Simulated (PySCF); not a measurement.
Species: C₄H₅ (doublet state).
Geometry (GFN2-xTB, Å), atoms numbered from 1 in this order:
```xyz
9
C4H5 angstrom
C      1.5269    0.4382   -0.0461
C      0.2649   -0.0141   -0.1060
C     -0.6936   -0.8190   -0.6342
C     -1.1194    0.0869    0.4554
H      1.8146    1.1984    0.6588
H      2.2881    0.0508   -0.7015
H     -1.0044   -1.5697   -1.3156
H     -1.3321   -0.3198    1.4404
H     -1.7315    0.9542    0.2236
```

Identity: `[CH]1CC1=C` [radical].

The calculation used UKS B3LYP, pcH-1 on C H, non-relativistic, mean-field spin-orbit, GIAO in PySCF. Isolated species at its GFN2-xTB geometry, gas phase. The geometry wasn't refined by DFT: couplings that depend on bond lengths, twists or pyramidal angles can differ widely from those at the functional's own minimum. No stability test was run, so a lower SCF solution isn't excluded. ⟨S²⟩ is 0.775 where a pure state has 0.75.

Principal values of hyperfine tensors in MHz (contact and dipolar terms together), for some of the nuclei:

```csv
atom,isotope,A1,A2,A3,alike by the symmetry of this geometry
C3,13C,10.83,15.34,187.00,none
H9,1H,62.95,63.53,71.24,H8
H7,1H,-78.30,-51.50,-22.85,none
C1,13C,2.16,3.08,132.26,none
H5,1H,-57.55,-37.42,-15.36,none
H6,1H,-53.95,-36.02,-14.43,none
C4,13C,-21.00,-18.20,-15.67,none
```

Question: Give the isotropic coupling of each nucleus in MHz and in mT (g = 2.0027), and the anisotropic part.

Answer: a_iso is a third of the trace, T = A − a_iso, and a(mT) = a(MHz)/(g × 13.996).

```
atom  a_iso (MHz)  a_iso (mT)      T1      T2      T3
  C3        71.06       2.535  -60.23  -55.71  115.94
  H9        65.91       2.351   -2.96   -2.38    5.33
  H7       -50.88      -1.815  -27.41   -0.61   28.03
  C1        45.83       1.635  -43.67  -42.75   86.42
  H5       -36.78      -1.312  -20.77   -0.64   21.41
  H6       -34.80      -1.242  -19.15   -1.22   20.37
  C4       -18.29      -0.652   -2.71    0.09    2.62
```

Question: What spin density at the nucleus of C4 lies behind its contact coupling (g_N = 1.40482)?

Answer: a_FC = 800.24 MHz bohr³ × g_N × ρ(0)/(2S). With a_FC = -18.29 MHz and 2S = 1, ρ(0) = -0.01627 bohr⁻³.

Question: C2 (13C, g_N = 1.40482) isn't in the table. Its spin density at the nucleus is -0.04524 bohr⁻³. What is its contact coupling?

Answer: By the same relation, a_FC = -50.9 MHz. Its full tensor has the principal values -79.88, -43.04, -29.67 MHz.

Question: Which nucleus of the table has the largest anisotropic coupling, and what is its form?

Answer: C3: -60.2, -55.7, 115.9 MHz, nearly axial, close to the ratio −1:−1:+2, the form that spin in one p orbital centred on that nucleus gives.

Question: In a single crystal, with the field along each principal axis of the tensor of H7 in turn, what first-order splitting does this nucleus give (isotropic g, quadrupole terms neglected)?

Answer: 2 lines (I = 1/2), spaced by |A_i|/(g × 13.996): 2.79, 1.84, 0.82 mT along the axes of A1, A2 and A3.
